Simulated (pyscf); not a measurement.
# Routes from H₃Si–PH₂ (SMILES [SiH3]P) + H₂ (SMILES [H][H])

Candidate steps break at most two bonds and form at most two. Each was searched with GFN2-xTB (tblite) first. Structures and frequencies: ωB97X-D3(BJ)/def2-SVP in PySCF. Energies: ωB97M-D3(BJ)/def2-TZVP, kcal/mol, from the separated reactants, singlet surface; ΔG‡ with ideal gas, 1 atm, RRHO with modes under 100 cm⁻¹ raised to 100, one conformer, R ln 2 for chiral ones without a mode under 150 cm⁻¹.

```
products                       type   ΔE‡    ΔE  ΔG‡ 298 K  ΔG‡ 900 K  ν‡ (cm⁻¹)
-------------  --------------------  ----  ----  ---------  ---------  ---------
H₃Si–PH₂ + H₂  four-centre exchange  67.4   0.0       75.7       93.0      1824i
PH₃ + SiH₄     four-centre exchange  69.2  -1.4       79.0       98.8      1411i
```

Plain bond fissions and candidates not yet searched are not listed, and one of them may be faster. Each barrier is that of the saddle found; lower ones may exist.
